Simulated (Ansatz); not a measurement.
Basis-set extrapolation for C₂H₄O₂S (`O=C(O)CS`) (PBE0-D4/def2-TZVP geometry, frozen core, Ansatz). Multiplicity 1, RHF reference.

|  | def2-TZVPP | def2-QZVPP |
| --- | --- | --- |
| HF | -625.448066 | -625.469581 |
| MP2 correlation | -0.967063 | -1.041967 |
| CCSD(T) correlation | -1.038665 | not run |

Energies in hartree. Use E(X) = E(∞) + A·exp(−7.88·√X) for Hartree–Fock and E(X) = E(∞) + B·X^(−2.97) for correlation, with X = 3 and 4, and add CCSD(T) minus MP2 of the smaller set to the MP2 limit.

**Question.** What is the CCSD(T) energy at the basis-set limit?

**Answer.** HF limit: -625.469581 + (-0.021515) × 0.13774 = -625.47254. MP2 limit: -1.041967 + (-0.074904) × 0.74074 = -1.09745. Higher-order term: -1.038665 − (-0.967063) = -0.07160. Total: -626.64159 hartree, 406.6 kJ/mol below CCSD(T)/def2-TZVPP.
